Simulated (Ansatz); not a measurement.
# One shape, several levels: SiH3Cl (SiClH3)

Wanted: a comparison of 6 runs (UHF/STO-3G, CAM-B3LYP/STO-3G, HSE06/STO-3G, SVWN5/STO-3G, CCSDT(Q)/STO-3G, FCI/STO-3G) of SiH3Cl (SiClH3). 

Program for the calculation: Ansatz 0.2.0.

41 further runs of the same task are left out: 4 that didn't finish, 37 set aside as unsound or not needed.

## 1. The structure to begin with

SiH3Cl has 5 atoms, charge 0, and is taken as a singlet. As SMILES, `[H][Si]([H])([H])Cl`. The Cl2–Si1 distance was set to 3.015 Å, away from the relaxed value. At this shape a bond of the SMILES string is far longer than usual.

Bond lengths: Si1–H3 1.458 Å, Si1–H4 1.458 Å, Si1–H5 1.458 Å. Angles: H3–Si1–H4 110.8°, H3–Si1–H5 110.8°, H4–Si1–H5 110.7°. A long bond or contact: Si1–Cl2 3.015 Å.

## 2. A single-point energy at UHF/STO-3G (run 1)

molecule.yaml

```yaml
crystal:
  periodic: [false, false, false]
  atoms:
    - {symbol: Si, position_ang: [-0.004910, 0.013330, -1.134436]}
    - {symbol: Cl, position_ang: [0.010690, -0.020840, 1.880630]}
    - {symbol: H, position_ang: [1.377130, 0.022600, -1.599936]}
    - {symbol: H, position_ang: [-0.705950, 1.215090, -1.571506]}
    - {symbol: H, position_ang: [-0.697750, -1.184630, -1.594866]}
basis:
  gaussian: {orbitals: STO-3G}
total_charge: 0
magnetization: {spin_polarized: true, initial_magnetization: 0}
hamiltonian: {xc: hf}
accuracy: high
```

Command:

```bash
ansatz run molecule.yaml --threads 1 --pin off --max-ram 2610MiB --events-out events.jsonl --progress --plain --runs-dir runs
```

Log:

```text
Warning: RAYON_NUM_THREADS=1 ignored (pool sized by the plan → 1); use --threads N
Functional definition: HF
  name "HF"
  exchange = exact_x
  correlation = 0
344 factors; integrals over basis functions are off by at most 8.3e-9 eV
mean field evaluation 1: about -20184.0137 eV, gradient 9.5e0 eV
mean field evaluation 2: about -20184.0126 eV, gradient 9.5e0 eV
mean field evaluation 4: about -20186.2002 eV, gradient 6.3e-1 eV
mean field evaluation 8: about -20186.1994 eV, gradient 3.1e-5 eV
mean field evaluation 16: about -20186.1994 eV, gradient 6.0e-6 eV
mean field evaluation 32: about -20186.6214 eV, gradient 2.0e-4 eV
mean field evaluation 64: about -20185.6065 eV, gradient 3.5e-2 eV
mean field evaluation 96: about -20186.6213 eV, gradient 4.0e-2 eV
mean field evaluation 128: about -20185.6063 eV, gradient 6.7e-2 eV
mean field -20186.62140611 eV, -741.8446536909 hartree, gradient 1.2e-8 eV, S^2 0.594314; 5 other end points of the search recorded, 0 dependent functions left out
reference -20186.62140611 eV, -741.8446536909 hartree; 17, 17 occupied and 4, 4 virtual orbitals, 344 factors
Total energy: -20186.62140611 eV, -741.8446536909 hartree
```

It took 0.28 s on 1 thread of AMD EPYC 9R14 (Zen 4), shared host.

## 3. The energy at CAM-B3LYP/STO-3G (run 2)

run.yaml

```yaml
crystal:
  periodic: [false, false, false]
  atoms:
    - symbol: Si
      position_ang: [-0.004910, 0.013330, -1.134436]
    - symbol: Cl
      position_ang: [0.010690, -0.020840, 1.880630]
    - symbol: H
      position_ang: [1.377130, 0.022600, -1.599936]
    - symbol: H
      position_ang: [-0.705950, 1.215090, -1.571506]
    - symbol: H
      position_ang: [-0.697750, -1.184630, -1.594866]
basis:
  gaussian:
    orbitals: STO-3G
total_charge: 0
hamiltonian:
  xc: {name: CAM-B3LYP}
accuracy: high
```

Command:

```bash
ansatz run run.yaml --threads 1 --pin off --max-ram 2610MiB --events-out events.jsonl --progress --plain --runs-dir runs
```

Log:

```text
Warning: RAYON_NUM_THREADS=1 ignored (pool sized by the plan → 1); use --threads N
Functional definition: CAM-B3LYP
  name "CAM-B3LYP"
  parameter alpha = 0.19
  parameter beta = 0.46
  parameter omega = 0.33/bohr
  parameter ac = 0.81
  exchange = (1 - alpha - beta)*b88_x + beta*b88_x_sr(omega) + alpha*exact_x + beta*exact_x_lr(omega)
  correlation = (1 - ac)*vwn5_c + ac*lyp_c
344 factors; integrals over basis functions are off by at most 8.3e-9 eV
155 factors; integrals over basis functions are off by at most 1.2e-9 eV
mean field evaluation 1: about -20214.7224 eV, gradient 1.8e1 eV
mean field evaluation 2: about -20210.6558 eV, gradient 3.2e1 eV
mean field evaluation 4: about -20218.1648 eV, gradient 5.3e-1 eV
mean field evaluation 8: about -20218.1170 eV, gradient 6.9e-4 eV
mean field evaluation 16: about -20218.1170 eV, gradient 2.8e-7 eV
mean field -20218.11697657 eV, -743.0020945570 hartree, gradient 1.0e-8 eV, S^2 0.000000; 0 other end points of the search recorded, 0 dependent functions left out
reference -20218.11699037 eV, -743.0020950643 hartree; 17, 17 occupied and 4, 4 virtual orbitals, 344 factors
Total energy: -20218.11699037 eV, -743.0020950643 hartree
```

Wall time 1.1 s (1 thread of AMD EPYC 9R14 (Zen 4), shared host).

Runs 3 to 5 aren't shown in full; the table further down has their settings and results.

## 4. A single-point energy at FCI/STO-3G (run 6)

in.yaml

```yaml
crystal:
  periodic: [false, false, false]
  atoms:
    - {symbol: Si, position_ang: [-0.004910, 0.013330, -1.134436]}
    - {symbol: Cl, position_ang: [0.010690, -0.020840, 1.880630]}
    - {symbol: H, position_ang: [1.377130, 0.022600, -1.599936]}
    - {symbol: H, position_ang: [-0.705950, 1.215090, -1.571506]}
    - {symbol: H, position_ang: [-0.697750, -1.184630, -1.594866]}
basis:
  gaussian: {orbitals: STO-3G}
magnetization: {spin_polarized: false}
correlation: {method: fci, frozen_orbitals: {Cl: 5, H: 0, Si: 5}}
accuracy: high
```

Command:

```bash
ansatz run in.yaml --threads 1 --pin off --max-ram 2610MiB --events-out events.jsonl --progress --plain --runs-dir runs
```

Log:

```text
Warning: RAYON_NUM_THREADS=1 ignored (pool sized by the plan → 1); use --threads N
[... 4 set-up lines as earlier in the session ...]
344 factors; integrals over basis functions are off by at most 8.3e-9 eV
mean field evaluation 1: about -20184.0137 eV, gradient 1.3e1 eV
mean field evaluation 2: about -20184.0126 eV, gradient 1.3e1 eV
mean field evaluation 4: about -20186.2002 eV, gradient 8.9e-1 eV
mean field evaluation 8: about -20186.1994 eV, gradient 4.0e-5 eV
mean field -20186.19939851 eV, -741.8291451979 hartree, gradient 4.3e-9 eV, S^2 0.000000; 0 other end points of the search recorded, 0 dependent functions left out; unrestricted orbitals would lower it
mean field evaluation 16: about -20186.6105 eV, gradient 7.6e-1 eV
10 core orbitals not correlated: weight in the atoms' cores, before any rotation towards them, 1.000 or more for the frozen orbitals, at most 0.000 for the correlated occupied ones
reference -20186.19939851 eV, -741.8291451979 hartree; 7, 7 occupied and 4, 4 virtual orbitals, 344 factors
state -20188.75411842 eV, -741.9230294228 hartree
Total energy: -20188.75411842 eV, -741.9230294228 hartree
```

Run time: 0.4 s. Hardware: 1 thread of AMD EPYC 9R14 (Zen 4), shared host.

## 5. All runs side by side

| run | level | frozen core orbitals | energy (Eh) | wall time |
| --- | --- | --- | --- | --- |
| 1 | UHF/STO-3G | – | -741.844654 | 0.28 s |
| 2 | CAM-B3LYP/STO-3G | – | -743.002095 | 1.1 s |
| 3 | HSE06/STO-3G | – | -742.773393 | 0.85 s |
| 4 | SVWN5/STO-3G | – | -740.291516 | 0.52 s |
| 5 | CCSDT(Q)/STO-3G | 10 | -741.923034 | 0.22 s |
| 6 | FCI/STO-3G | 10 | -741.923029 | 0.4 s |

## 6. What came out

| quantity | value |
| --- | --- |
| run 6: total energy | -741.92303 Eh |
| run 6: correlation energy (10 core orbitals frozen) | -93.9 mEh |

Against full CI in this basis: UHF +78.4 mEh; CCSDT(Q) -0.0 mEh. Totals of different functionals can't be ranked against each other. In run 5 the log says that unrestricted orbitals would lower the reference, so the values rest on an unstable closed-shell determinant (other closed-shell runs at this shape may share the fault). In runs 1, 2, 3, 4, 5, 6 the basis is minimal, so the values are rough. Spin contamination of the reference: run 1 ⟨S²⟩ = 0.59. All runs together took 3.3 s, the longest 1.1 s.
